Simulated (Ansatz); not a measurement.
For cubic perovskite KTaO3, LDA (Ansatz, a program for electronic structure, plane waves, PAW) gives:

```
Quantity                    Result
------------------  --------------
lattice constant a         3.952 Å
formation enthalpy  -3.020 eV/atom
```

What does r²SCAN+rVV10 in Ansatz (plane waves, PAW) give for the same quantities?


- lattice constant a: 3.981 Å (increases by 0.7 %)
- formation enthalpy: -2.984 eV/atom (moves by +0.036 eV/atom)

Changes are worked out from the printed values.

Unless a cell is named, each level is at its own relaxed cell (LDA 12.35, r²SCAN+rVV10 12.62 Å³/atom).

Levels without +SOC leave out spin–orbit coupling, which shifts energies and cells of such heavy elements.

Ansatz's density-functional and Hartree–Fock values are scalar-relativistic unless marked +SOC, with PAW data made under PBE.
